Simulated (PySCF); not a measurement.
Isomers of C4H5NO and their computed core-level spectra.

Theory: delta-SCF UKS SCAN, pcX-2 on the ionised atom, pcseg-1 elsewhere, spin-free X2C (PySCF). Geometries: GFN2-xTB; isolated species, one conformer each.

Line lists (1s up to Mg, 2p3/2 beyond; areas count atoms within a level, one atom standing for each set equivalent by bonding):
1. C 1s: 291.02 (area 1), 291.39 (area 1), 291.70 (area 1), 292.68 (area 1) eV; N 1s: 404.86 eV; O 1s: 540.46 eV
2. C 1s: 290.84 (area 1), 291.08 (area 1), 292.04 (area 1), 294.31 (area 1) eV; N 1s: 406.04 eV; O 1s: 536.98 eV
3. C 1s: 290.80 (area 1), 291.26 (area 1), 291.73 (area 1), 292.25 (area 1) eV; N 1s: 405.76 eV; O 1s: 540.36 eV
4. C 1s: 291.60 (area 1), 292.62 (area 1), 292.71 (area 1), 294.36 (area 1) eV; N 1s: 405.33 eV; O 1s: 538.59 eV

Structures:
A. `C#CC(=O)NC`
B. `CC1=COC=N1`
C. `CC1=NOC=C1`
D. `CC(=O)CC#N`

**Question.** Which list belongs to which compound?

**Answer.** 
- 1 = B: another candidate has the same counts of sites, so positions decide. C 1s: 291.02 benzylic-type carbon, 291.39 substituted aromatic carbon, 291.70 aromatic CH next to a ring oxygen, 292.68 aromatic CH next to a ring nitrogen; N 1s: 404.86 pyridine-type nitrogen; O 1s: 540.46 furan-type oxygen.
- 2 = A: another candidate has the same counts of sites, so positions decide. C 1s: 290.84 terminal alkyne carbon, 291.08 alkyne carbon, 292.04 N-methyl carbon, 294.31 amide carbonyl carbon; N 1s: 406.04 amide nitrogen; O 1s: 536.98 amide oxygen.
- 3 = C: another candidate has the same counts of sites, so positions decide. C 1s: 290.80 aromatic CH carbon, 291.26 benzylic-type carbon, 291.73 substituted aromatic carbon, 292.25 aromatic CH next to a ring oxygen; N 1s: 405.76 pyridine-type nitrogen; O 1s: 540.36 ring oxygen.
- 4 = D: another candidate has the same counts of sites, so positions decide. C 1s: 291.60 methyl carbon next to a carbonyl, 292.62 nitrile carbon, 292.71 sp3 carbon next to a carbonyl, 294.36 ketone carbonyl carbon; N 1s: 405.33 nitrile nitrogen; O 1s: 538.59 ketone oxygen.

1 of these hole states is spin-contaminated (⟨S²⟩ 0.86, against 0.75; counted from 0.85) and less certain.
